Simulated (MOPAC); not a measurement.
MOPAC input (PM6):

```
PM6 1SCF GEO-OK AUX(PRECISION=9) THREADS=1
CH5N

C     0.05421122 1    0.70484056 1    0.00025981 1
N     0.04393301 1   -0.75753911 1    0.00046505 1
H    -0.93688026 1    1.17928349 1   -0.00704903 1
H    -0.44952413 1   -1.11274988 1    0.81056760 1
H    -0.43767370 1   -1.11306154 1   -0.81660260 1
H     0.58924350 1    1.06029739 1    0.88241211 1
H     0.60203622 1    1.05996094 1   -0.87414231 1
```

**Question.** What heat of formation does the run end on, and which ionisation energy by Koopmans theorem?

**Answer.** -1.97 kcal/mol; 9.34 eV.
